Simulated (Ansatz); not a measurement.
Geometry optimisation, UHF/6-31G in Ansatz.

input.yaml

```yaml
crystal:
  periodic: [false, false, false]
  atoms:
    - { symbol: C, position_ang: [-0.3786, 0.40763, -0.39566] }
    - { symbol: C, position_ang: [-0.14171, -0.65566, 0.31553] }
    - { symbol: Na, position_ang: [1.55694, -1.52957, 1.54805] }
    - { symbol: H, position_ang: [-1.34564, 0.5396, -0.88356] }
    - { symbol: H, position_ang: [0.30901, 1.238, -0.58436] }
magnetization:
  spin_polarized: true
  initial_magnetization: 1
basis:
  gaussian: { orbitals: "6-31G" }
hamiltonian:
  xc: hf
relax:
  f_tol: 0.02
  max_steps: 50
output:
  orbitals: {}
```

Command:

```bash
$ ansatz run input.yaml --threads 1 --pin off --max-ram 2048MiB --backend cpu --events-out ev --progress --plain --runs-dir out
```

**Question.** Where does it end, and by what steps?

**Answer.** The forces met the threshold. Limits of this set-up: no polarisation functions. After 6 steps the energy has fallen by 0.220 eV; C2 moved furthest, 0.50 Å.

| step | energy less start (eV) | largest force component (eV/Å) | accepted |
| --- | --- | --- | --- |
| 0 | 0.0000 | 2.187 | yes |
| 1 | -0.1305 | 0.739 | yes |
| 2 | 0.1069 | 1.779 | no |
| 3 | -0.1766 | 0.445 | yes |
| 4 | -0.2025 | 0.229 | yes |
| 5 | -0.2126 | 0.272 | yes |
| 6 | -0.2198 | 0.016 | yes |

```xyz
5
Properties=species:S:1:pos:R:3
C -0.359 0.488 -0.436
C 0.284 -0.396 0.352
Na 1.353 -1.839 1.643
H -1.378 0.338 -0.779
H 0.099 1.409 -0.780
```

Whether the end is a true minimum wasn't checked by a vibrational analysis.

Run time: 2.9 s on 1 thread of Intel(R) Xeon(R) 6975P-C (Granite Rapids), on a shared host, peak memory 0.11 GiB.
